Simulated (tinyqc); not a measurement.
Coupled-perturbed Hartree-Fock on RHF in the sto-3g basis, for LiH, spin multiplicity 1, step by step. One step of it, computed by the program tinyqc.

Task: Integrals over molecular orbitals. (pq|rs) = sum C_ip C_jq C_kr C_ls (ij|kl), one index at a time.

coefficients C:
```
               MO1        MO2        MO3        MO4       MO5        MO6
1Li 1s    0.991298  -0.163642  -0.210741   0.000000  0.000000   0.099570
1Li 2s    0.032977   0.460183   0.798862   0.000000  0.000000  -0.680275
1Li 2px   0.000000   0.000000   0.000000  -0.324761  0.945796   0.000000
1Li 2py   0.000000   0.000000   0.000000   0.945796  0.324761   0.000000
1Li 2pz  -0.005916   0.344017  -0.611101   0.000000  0.000000  -0.962542
2H 1s     0.003160   0.552671  -0.144654   0.000000  0.000000   1.155470
```

core Hamiltonian H = T + V (hartree):
```
            1Li 1s     1Li 2s    1Li 2px    1Li 2py    1Li 2pz      2H 1s
1Li 1s   -4.725454  -1.061587   0.000000   0.000000  -0.015013  -0.266773
1Li 2s   -1.061587  -1.389622   0.000000   0.000000  -0.118969  -0.658345
1Li 2px   0.000000   0.000000  -1.130538   0.000000   0.000000   0.000000
1Li 2py   0.000000   0.000000   0.000000  -1.130538   0.000000   0.000000
1Li 2pz  -0.015013  -0.118969   0.000000   0.000000  -1.225979  -0.809309
2H 1s    -0.266773  -0.658345   0.000000   0.000000  -0.809309  -1.422723
```

Two-electron integrals (ij|kl) in chemists' order, unique and non-zero (hartree):
```
(11|11) 1.680395   (21|11) 0.265420   (21|21) 0.049941   (22|11) 0.397727
(22|21) 0.092860   (22|22) 0.290562   (31|31) 0.008981   (32|31) 0.013788
(32|32) 0.064184   (33|11) 0.396640   (33|21) 0.092880   (33|22) 0.290497
(33|33) 0.312946   (41|41) 0.008981   (42|41) 0.013788   (42|42) 0.064184
(43|43) 0.016869   (44|11) 0.396640   (44|21) 0.092880   (44|22) 0.290497
(44|33) 0.279207   (44|44) 0.312946   (51|51) 0.008981   (52|51) 0.013788
(52|52) 0.064184   (53|53) 0.016869   (54|54) 0.016869   (55|11) 0.396640
(55|21) 0.092880   (55|22) 0.290497   (55|33) 0.279207   (55|44) 0.279207
(55|55) 0.312946   (61|11) 0.062924   (61|21) 0.011902   (61|22) 0.022537
(61|33) 0.022273   (61|44) 0.022273   (61|51) 0.001409   (61|52) 0.002735
(61|55) 0.023076   (61|61) 0.003101   (62|11) 0.141842   (62|21) 0.033485
(62|22) 0.110049   (62|33) 0.104453   (62|44) 0.104453   (62|51) 0.005445
(62|52) 0.032489   (62|55) 0.121126   (62|61) 0.009526   (62|62) 0.068355
(63|31) 0.002742   (63|32) 0.012605   (63|53) 0.005054   (63|63) 0.004998
(64|41) 0.002742   (64|42) 0.012605   (64|54) 0.005054   (64|64) 0.004998
(65|11) 0.173994   (65|21) 0.041521   (65|22) 0.141674   (65|33) 0.132129
(65|44) 0.132129   (65|51) 0.008456   (65|52) 0.049734   (65|55) 0.160595
(65|61) 0.012304   (65|62) 0.096503   (65|65) 0.138277   (66|11) 0.318421
(66|21) 0.076500   (66|22) 0.275610   (66|33) 0.251551   (66|44) 0.251551
(66|51) 0.014346   (66|52) 0.103850   (66|55) 0.323394   (66|61) 0.022758
(66|62) 0.213125   (66|65) 0.312736   (66|66) 0.774606
```

Give: one-electron integrals over orbitals h = C^T H C; Two-electron integrals over orbitals.

Result:

one-electron integrals over orbitals h = C^T H C (hartree):
```
         1        2        3        4        5        6
1  -4.7161   0.1036   0.1663   0.0000   0.0000  -0.0387
2   0.1036  -1.4709   0.0313   0.0000   0.0000  -0.0377
3   0.1663   0.0313  -1.1218   0.0000   0.0000   0.0294
4   0.0000   0.0000   0.0000  -1.1305   0.0000   0.0000
5   0.0000   0.0000   0.0000   0.0000  -1.1305   0.0000
6  -0.0387  -0.0377   0.0294   0.0000   0.0000  -0.9606
```

Two-electron integrals over orbitals (pq|rs), unique and non-zero (hartree):
```
(11|11) 1.6587     (21|11) -0.1093    (21|21) 0.0127     (22|11) 0.3600
(22|21) 0.0057     (22|22) 0.4834     (31|11) -0.1390    (31|21) 0.0111
(31|22) -0.0152    (31|31) 0.0217     (32|11) 0.0147     (32|21) -0.0032
(32|22) -0.0496    (32|31) 1.42e-04   (32|32) 0.0137     (33|11) 0.3954
(33|21) -0.0107    (33|22) 0.2220     (33|31) 0.0017     (33|32) 0.0082
(33|33) 0.3372     (41|41) 0.0098     (42|41) 0.0074     (42|42) 0.0231
(43|41) 0.0103     (43|42) 0.0193     (43|43) 0.0413     (44|11) 0.3963
(44|21) -0.0042    (44|22) 0.2674     (44|31) -0.0050    (44|32) 0.0064
(44|33) 0.2818     (44|44) 0.3129     (51|51) 0.0098     (52|51) 0.0074
(52|52) 0.0231     (53|51) 0.0103     (53|52) 0.0193     (53|53) 0.0413
(54|54) 0.0169     (55|11) 0.3963     (55|21) -0.0042    (55|22) 0.2674
(55|31) -0.0050    (55|32) 0.0064     (55|33) 0.2818     (55|44) 0.2792
(55|55) 0.3129     (61|11) 0.0572     (61|21) -0.0092    (61|22) -0.0072
(61|31) -0.0028    (61|32) 0.0019     (61|33) 0.0108     (61|44) 0.0008
(61|55) 0.0008     (61|61) 0.0091     (62|11) -0.0477    (62|21) 0.0042
(62|22) 0.1240     (62|31) 0.0012     (62|32) -0.0353    (62|33) -0.0138
(62|44) -0.0191    (62|55) -0.0191    (62|61) 6.23e-05   (62|62) 0.1246
(63|11) 0.0179     (63|21) -0.0034    (63|22) -0.0517    (63|31) 0.0043
(63|32) 0.0100     (63|33) 0.0360     (63|44) 0.0027     (63|55) 0.0027
(63|61) 0.0043     (63|62) -0.0325    (63|63) 0.0266     (64|41) -0.0061
(64|42) -0.0196    (64|43) -0.0136    (64|64) 0.0198     (65|51) -0.0061
(65|52) -0.0196    (65|53) -0.0136    (65|65) 0.0198     (66|11) 0.3615
(66|21) 0.0028     (66|22) 0.4514     (66|31) -0.0113    (66|32) -0.0440
(66|33) 0.2411     (66|44) 0.2673     (66|55) 0.2673     (66|61) -0.0035
(66|62) 0.1305     (66|63) -0.0444    (66|66) 0.4516
```
